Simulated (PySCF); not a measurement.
Work out the structure from these simulated measurements.

Formula: C2H3O3S; charge -1.

| Item | Value |
| --- | --- |
| Rotational structure | rotational constants A, B, C: 4.885, 2.660, 2.590 GHz [PBE0-D3(BJ)/def2-SVP] |
| NMR, other nuclei | isotropic shieldings of nuclei other than C and H, by class: 96 (2 O), 125 (1 O), 183 (1 S) ppm [GIAO PBE0/pcSseg-1] |
| 1H NMR | chemical shifts (computed TMS as zero) by class: 6.30 (1 H), 5.60 (1 H), 4.62 (1 H) ppm [GIAO PBE0/pcSseg-1] |
| XPS | S2p3/2 168.4, C1s 286.3, C1s 286.5, O1s 531.8 (×2), O1s 531.9, S1s 2477.5 eV [ΔSCF SCAN, pcX-2 on the ionised atom, pcseg-1 elsewhere, spin-free X2C, 2p3/2 from a spin–orbit splitting computed afterwards within the 2p shell] |
| 13C NMR | chemical shifts (computed TMS as zero) by class: 162.2 (1 C), 110.3 (1 C) ppm [GIAO PBE0/pcSseg-1] |

Electronic properties: PySCF, gas phase, density fitting. Levels stand in brackets. Isolated species at its PBE0-D3(BJ)/def2-SVP geometry (one conformer only). The geometry's basis has no diffuse functions, a weakness for an anion. No diffuse functions stand in pcSseg-1, which bears on an anion's orbital energies. NMR values are class means; diastereotopic atoms form classes of their own.

Question: Give a SMILES that accounts for the data.

Answer: Numbering: `[CH2:1]=[CH:2][S:3](=[O:4])(=[O:5])[O-:6]`. 2 carbons fall into 2 classes; from least to most shielded: alkene CH carbon [C2] (162.2 ppm), terminal =CH2 carbon [C1] (110.3 ppm). Hydrogen classes from least to most shielded: 1 H on an alkene CH carbon, C2 (6.30 ppm), 1 H on a terminal =CH2 carbon, C1 (5.60 ppm), 1 H on a terminal =CH2 carbon, C1 (4.62 ppm). The other shieldings belong to: 96 ppm, oxygen bonded to S [O4/O5]; 125 ppm, oxygen bonded to S [O6]; 183 ppm, sulfonyl sulfur [S3]. The core levels belong to: S2p3/2 168.4 eV, sulfonyl sulfur [S3]; C1s 286.3 eV, terminal =CH2 carbon [C1]; C1s 286.5 eV, alkene CH carbon [C2]; O1s 531.8 eV, oxygen bonded to S [O4/O5]; O1s 531.9 eV, oxygen bonded to S [O6]; S1s 2477.5 eV, sulfonyl sulfur [S3]. The hole state at 286.5 eV has ⟨S²⟩ = 0.85 against 0.75, so that value is less sure. The optimised geometry has point group Cs and is an asymmetric top. Structure: `C=CS(=O)(=O)[O-]`. The assignments are read from this structure; whether some other isomer fits the data as well wasn't checked.

Shape of the structure used: `[CH2:1]=[CH:2][S:3](=[O:4])(=[O:5])[O-:6]`: C1–C2–S3–O4 119°.
